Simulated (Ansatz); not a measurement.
Born–Oppenheimer molecular dynamics of ClFH$_{2}$Si (5 atoms, charge 0, multiplicity 1). It goes on from the last frame of an earlier run, with new velocities.

These are results of RKS B3LYP-D4/def2-SVP in Ansatz 0.2.0, not measurements.

```
ensemble        : NVT, Langevin thermostat
time step       : 3 fs
steps asked     : 40
set temperature : 300 K
friction        : 0.01 /fs
seed            : 77853
```

First frame:

```xyz
5
Properties=species:S:1:pos:R:3
Si 0.027 0.020 0.089
Cl 0.054 0.180 2.139
H 1.485 -0.085 -0.317
F -0.678 1.329 -0.557
H -0.678 -1.212 -0.203
```

Task: How far do the bonds stretch over the last three quarters of this one trajectory? (Pairs bonded in most of those frames.)

Result: 
```
   bond  mean (Å)  spread (Å)  shortest  longest
Si1–Cl2     2.076       0.035      2.01     2.12
 Si1–H3     1.489       0.046      1.42     1.55
 Si1–F4     1.632       0.036      1.58     1.69
 Si1–H5     1.485       0.042      1.41     1.56
```

Mean temperature of the second half: 344 K. The mean temperature of the second half is 15 % above the set value. A step of 3 fs is long for free X–H stretches (periods near 10 fs) and can bias their spread and the temperature. A run of 0.12 ps of so small a system gives no equilibrium averages.

Time of the run: 52 s on 1 thread of Arm Neoverse V2 (shared host), peak memory 0.11 GiB.
